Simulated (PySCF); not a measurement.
Energies from PySCF, thermal terms from the rigid-rotor harmonic-oscillator model, ideal gas at 1 bar. Table values come from the NASA 1993 polynomials. All species are closed-shell singlets. The harmonic model lacks anharmonicity and excited electronic states, which grow with temperature; levels with a mode under 35 cm⁻¹ are left out. The table's entry may be an old estimate for BF (not checked at source).

Harmonic frequencies at PBE/def2-SVP (cm⁻¹): 1381. Point group C∞v; S°(298 K) = 200.5 J/mol/K at this level.

Work out Cp and S° of gaseous BF at 500, 800, 1200, 1600, 2000 K from these, and set them beside the table.


```tsv
T (K)	Cp PBE/def2-SVP	Cp table	S° PBE/def2-SVP	S° table
500	31.7	31.7	216.3	216.3
800	34.2	34.4	231.8	231.8
1200	35.8	36.0	246.0	246.1
1600	36.4	36.9	256.4	256.6
2000	36.8	37.4	264.5	264.8
```
Units J/mol/K.
